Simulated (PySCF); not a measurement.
## Unknown compound

The spectra below were simulated for a compound C2HF2N.

1H NMR (400 MHz, computed): δ 6.42 (t, J = 56.7 Hz, 1H).

13C{1H} NMR (computed): δ 116.2 (C, t, J = 36.0 Hz), 106.1 (CH, t, J = 309.8 Hz).

[PySCF 2.14: geometry from GFN2-xTB; shielding tensors at PBE0/pcSseg-1 (GIAO); B3LYP/pcJ-1 coupling constants; non-relativistic; fast rotation and ring inversion assumed for equivalent nuclei; single conformer; in vacuum]

References, each an isolated molecule treated in the same way: 1H, 13C vs TMS.

Propose a structure and justify it.

Answers


1. The formula gives 2 degrees of unsaturation (no ring in the answer).
2. 2 carbon signals for 2 carbons: no two carbons are equivalent.
3. Carbon types of the structure: 1 × C, 1 × CH, which accounts for all hydrogens.
4. δC 116.2: nitrile carbon; typical of a nitrile.
5. δC 106.1: sp3 CH bonded to 2 F, α to a nitrile; 2 electronegative neighbours deshield it.
6. δH 6.42: hydrogen on an sp3 CH bonded to 2 F, α to a nitrile; its carbon carries F, hence the downfield position.

Structure: SMILES C(C#N)(F)F.

The data come from this structure; uniqueness wasn't tested.

Common functionals overestimate the size of one-bond C–F couplings by tens of Hz; these are unscaled. Splittings below 1 Hz are ignored in the labels, and close J values are merged. Shifts are as computed. Against solution values, carbons near 30 ppm lie about +3 ppm off and those near 130 ppm about +5 ppm. Of 1211 compounds with measured shifts, 218 miss one by over three times the rms of a fit or turn the order of signals round; such compounds aren't used in these exercises.
